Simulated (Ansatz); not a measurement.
Relaxing hydrogen (H2 molecule)

The calculation used DFT, revPBE, plane waves (420 eV) with PAW, scalar-relativistic (Ansatz). The PAW files were generated under PBE, with cores re-solved for the functional.

k-point mesh 1×1×1, Fermi-Dirac smearing 0.01 eV, no spin polarisation. The box is fixed.

Starting structure:

```yaml
crystal:
  lattice:
    - [12.0, 0.0, 0.0]
    - [0.0, 12.3, 0.0]
    - [0.0, 0.0, 12.6]
  atoms:
    - { symbol: H, position: [0.5, 0.5, 0.4702380952] }
    - { symbol: H, position: [0.5, 0.5, 0.5297619048] }
hamiltonian:
  xc: revpbe
  pseudopotentials:
    kind: paw
    azcp:
      H: "pseudopotentials/H.paw.azcp"
basis:
  ecutwfc: 420
  fft_grid_basis: typed
kpoints:
  mp_grid: { grid: [1, 1, 1], shift: [0, 0, 0] }
magnetization:
  spin_polarized: false
scf:
  occupations: { method: fermi_dirac, width: 0.01 }
relax:
  max_steps: 60
  f_tol: 0.01
```

**Question.** What is the relaxed bond length?

**Answer.** 0.748 Å (start 0.750 Å).
